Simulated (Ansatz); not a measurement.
A made-up structure of SiHClF (charge +1), closed shell:

```
4
angstrom
F -1.5461 3.0061 -0.1988
Si 0.0171 -0.0946 0.0065
Cl -0.8533 1.5654 -0.4613
H -0.4855 -1.4195 -0.3610
```

It is relaxed with PBE-D4/def2-SVP and then PBE0-D4/def2-TZVP (Ansatz 0.2.0). Atoms count as bonded within 1.22 times the sum of their covalent radii (H–H: 0.88 Å). The end point is not checked to be a true minimum.

Does its bonding change? (A judgement: the text doesn't fix the answer.)

The calculation gives: No: no bond forms or breaks.

Where it ends: The first stage lowers the energy by 2.18 eV in 12 steps. It ends as SiHClF ([F][Cl][SiH]), total charge +1:
```tsv
atom	x (Å)	y (Å)	z (Å)
F1	-1.8611	2.1513	-0.3308
Si2	0.3527	-0.2189	-0.1789
Cl3	-0.2793	1.8113	-0.2108
H4	-1.0801	-0.6864	-0.2941
```

Labels in which every atom is bracketed show which atoms are joined, not bond orders.

For scale, one of the runs: PBE0-D4/def2-TZVP relaxation, 111 basis functions, launched by `ansatz run in.yaml --threads 2 --pin off --events-out ev --progress --plain --max-ram 4352MiB`. The run took about 11 s on 2 CPU threads of an Arm Neoverse V2 (shared host).
